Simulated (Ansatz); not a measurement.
A (111) slab of Pt (Fm-3m (No. 225)), 5 planes, outer planes Pt (top) and Pt (bottom), with 5 atoms (Pt5) in a surface cell of A = 6.565 Å², as cut from the bulk:

```yaml
crystal:
  lattice:
    - [2.75330, 0.00000, 0.00000]
    - [-1.37665, 2.38443, 0.00000]
    - [0.00000, 0.00000, 23.99223]
  atoms:
    - { symbol: Pt, position: [0.66667, 0.33333, 0.31260] }
    - { symbol: Pt, position: [0.33333, 0.66667, 0.40630] }
    - { symbol: Pt, position: [0.00000, 0.00000, 0.50000] }
    - { symbol: Pt, position: [0.66667, 0.33333, 0.59370] }
    - { symbol: Pt, position: [0.33333, 0.66667, 0.68740] }
```

The calculation used DFT LDA, scalar-relativistic, plane waves, PAW in Ansatz 0.2.0. Plane waves to 420 eV, a k mesh through Γ of 15×15×1 on the computed 5-atom cell and Gaussian smearing (0.10 eV); no spin polarisation.

Against the same 5 atoms in the bulk, the slab as cut lies 1.667 eV higher and the relaxed slab 1.661 eV higher.

**Question.** Work out the surface energy before and after relaxation.

**Answer.** The slab has two faces, so γ = (E_slab − N·E_bulk)/(2A), the mean of both. As cut: 1.667/(2 × 6.565) = 0.1270 eV/Å², and 1 eV/Å² = 16.02 J/m², so γ = 2.03 J/m². Relaxed: 1.661/(2 × 6.565) = 0.1265 eV/Å² = 2.03 J/m². Relaxation recovers 0.4 % of the cost of cutting.

**Question.** A cut through this plane breaks about 3 nearest-neighbour bonds a surface cell. What does each broken bond cost, before relaxation?

**Answer.** One cut makes two faces and costs 2γA = 1.667 eV, shared by 3 bonds: 0.56 eV a bond. In a metal this is less than the cohesive energy a bond, since the bonds that remain at the surface strengthen.

**Question.** What is the ideal work of this cut, per area?

**Answer.** Griffith's ideal work is 2γ: 4.07 J/m² if the new faces stay rigid, 4.05 J/m² if they relax. One thickness was run, 5 planes, so γ can still shift with it.